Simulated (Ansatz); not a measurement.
## Fe₃Br: from a trial structure to a relaxed crystal

Method: DFT PBE, scalar-relativistic, plane waves, PAW in Ansatz 0.2.0.

The start puts Fe₃Br on the Cu3Au (L1_2) structure type (Pm-3m, No. 221), with Br in place of Au, Fe in place of Cu, at a guessed volume.

Input of the last, converged step (default PAW datasets):

```yaml
crystal:
  lattice:
    - [3.8682470495, 0.0, 0.0]
    - [0.0, 3.8682470495, 0.0]
    - [0.0, 0.0, 3.8682470495]
  atoms:
    - { symbol: Fe, position: [0.0, 0.5, 0.5], spin: 3.15 }
    - { symbol: Fe, position: [0.5, 0.0, 0.5], spin: 3.15 }
    - { symbol: Fe, position: [0.5, 0.5, 0.0], spin: 3.15 }
    - { symbol: Br, position: [0.0, 0.0, 0.0], spin: 0.18 }
basis:
  ecutwfc: 420
kpoints:
  mp_grid: { grid: [12, 12, 12] }
hamiltonian:
  xc: pbe
scf:
  occupations: { method: gaussian, width: 0.1 }
output:
  forces: true
  stress: true
  eigenvalues: true
  populations: true
magnetization:
  spin_polarized: true
relax:
  adjacent_minimum: "off"
  f_tol: 0.01
  max_steps: 80
  cell: { stress_tol: 0.05 }
```

Launched as:

```bash
ansatz run input.yaml --threads 1 --pin off --max-ram 2560MiB --backend cpu --events-out ev --progress --plain --runs-dir out
```

Time: 83 s on 1 thread of Arm Neoverse V2 (shared host), peak memory 0.54 GiB.

End of the output:

```
SCF converged after 6 iterations
Magnetization: 8.7080 μB (31.8540 up, 23.1460 down)
Absolute magnetization: 8.9050 μB (∫|ρ↑−ρ↓|, with the PAW one-centre terms)
Spin contamination: 0.1376 ħ² per cell (⟨S²⟩ above its minimum at these occupations)
Per-site moments (μB) at R_I (Å): [(2.860582, 1.128050), (2.860582, 1.128050), (2.860582, 1.128050), (0.143926, 1.128050)]
Free energy (F): -16221.744880 eV
Harris-Foulkes:  -16221.744880 eV  (|F-HF|=1.64e-11)
Internal energy: -16221.725175 eV  (E = F + TS)
E sigma→0 (E₀):  -16221.735028 eV
Entropy (-TS):   -0.019704 eV (-4.926 meV/atom)
Fermi energy:    15.151242 eV
--- Per-component energies (eV) ---
  E_band       = -775.839125
  E_kinetic    = 1176.227277
  E_local      = -7710.186839  (includes V_loc(G=0)·N_el)
  E_nonlocal   = 747.816140
  E_hartree    = 3244.989795
  E_xc         = -611.650264
  E_vxc        = -550.626512  (∫ρ·V_xc dr)
  E_paw        = -6358.950096  (= ΣΔE_a)
  E_vpaw       = -929.051303  (= ΣTr[D̂ρ^β])
  E_aug_tail   = 0.002969  (compensation charges beyond the density's cutoff)
  E_ewald      = -6709.974157
  E_smearing   = -0.019704  (= −TS)
  E_closure    =  0.000000  (closes the sum)
  Σ components = -16221.744880   (vs F -16221.744880, Δ=0.00e0)
--- Forces (eV/Å), atoms counted from 1 ---
  atom   1  Fe     0.00000000     0.00000000     0.00000000
  atom   2  Fe     0.00000000     0.00000000     0.00000000
  atom   3  Fe     0.00000000     0.00000000     0.00000000
  atom   4  Br     0.00000000     0.00000000     0.00000000
  max |Σ_I F_I| component: 7.84e-29 eV/Å
--- Stress (GPa, compression-positive) ---
       -0.021905       0.000000       0.000000
        0.000000      -0.021905       0.000000
        0.000000       0.000000      -0.021905
  P = ⅓ Tr σ = -0.0219 GPa (-0.219 kbar)
  k-point 0 ↑: bands = ["-73.5315", "-73.5061", "-73.5061", "-39.6482", "-39.6482", "-39.6482", "-39.6022", "-39.6022", "-39.6022", "-39.4991", "-39.4991", "-39.4991", "-3.3744", "9.1321", "9.1321", "9.1321", "9.3290", "10.8314", "10.8314", "11.1336", "11.1336", "11.1336", "12.2110", "12.5420", "12.5420", "12.5420", "13.2302", "13.2302", "13.8604", "14.1200", "14.1200", "14.1200", "19.5272", "19.5272", "20.3372", "20.3372", "20.3372", "25.7039", "25.7039"]
  k-point 1 ↑: bands = ["-73.5311", "-73.5065", "-73.5061", "-39.6472", "-39.6472", "-39.6467", "-39.6025", "-39.6025", "-39.6023", "-39.5008", "-39.4998", "-39.4998", "-3.3536", "8.5859", "9.0773", "9.0773", "9.5868", "10.8789", "11.0304", "11.1537", "11.2164", "11.2164", "12.3954", "12.5201", "12.5849", "12.5849", "13.2101", "13.2299", "13.8326", "14.0645", "14.0645", "14.1201", "19.0790", "19.5234", "20.2915", "20.2915", "20.6992", "24.9259", "24.9259"]
  k-point 2 ↑: bands = ["-73.5300", "-73.5076", "-73.5061", "-39.6442", "-39.6442", "-39.6426", "-39.6035", "-39.6035", "-39.6025", "-39.5054", "-39.5018", "-39.5018", "-3.2956", "7.8205", "8.9449", "8.9449", "9.8160", "11.0163", "11.2125", "11.3391", "11.4265", "11.4265", "12.4564", "12.7105", "12.7105", "12.8304", "13.1940", "13.2272", "13.7511", "13.9133", "13.9133", "14.1203", "18.3270", "19.5120", "20.1047", "20.1047", "21.3131", "24.3784", "24.3784"]
  k-point 83 ↓: bands = ["-70.2634", "-70.2634", "-70.2634", "-36.4891", "-36.4891", "-36.4891", "-36.4744", "-36.3713", "-36.3713", "-36.3713", "-36.3014", "-36.3014", "-2.5477", "7.9409", "7.9409", "7.9409", "11.9723", "11.9723", "11.9723", "14.3137", "14.5551", "14.5551", "14.5551", "15.1526", "15.6696", "15.6696", "15.6696", "16.0788", "16.0788", "16.5630", "16.5630", "16.5630", "19.2832", "19.2832", "19.2832", "22.7871", "22.7871", "22.7871", "28.6319"]
--- Relaxed structure (2 steps of the walk, 2 accepted, 1 SCFs on fresh bases) ---
  F+E_penalty+E_count = -16221.74487973 eV   max|allowed force component| = 3.254e-29 eV/Å   (the final SCF, on the basis selected at the relaxed cell)
  cell:  # Å, volume = 57.8440 Å³
    - [3.867403, 0.000000, 0.000000]
    - [0.000000, 3.867403, 0.000000]
    - [0.000000, 0.000000, 3.867403]
  atoms:
    - { symbol: Fe, position: [0.000000, 0.5, 0.5] }
    - { symbol: Fe, position: [0.5, 0.000000, 0.5] }
    - { symbol: Fe, position: [0.5, 0.5, 0.000000] }
    - { symbol: Br, position: [0.000000, 0.000000, 0.000000] }
--- Löwdin populations: 4 sites ---
  site symbol q [e]    m [muB]
     0     Fe     15.7105     2.8745
     1     Fe     15.7105     2.8745
     2     Fe     15.7105     2.8745
     3     Br      7.0795     0.2256
  spilling = 0.014344 (of n_electrons = 55.000000)
```

Absolute energies hang on the potentials; compare differences alone.

The result has space group Pm-3m (No. 221). Fe has 4 Br at 2.73 Å and 8 Fe at 2.73 Å; Br has 12 Fe at 2.73 Å.

Against the elements it lies at 0.73 eV/atom. The zero of energy is the elements' standard structures at the same level; no fitted shifts are applied.

For metals, differences of a few meV/atom aren't resolved.

Symmetry constrained the relaxation, so the result can be a saddle point.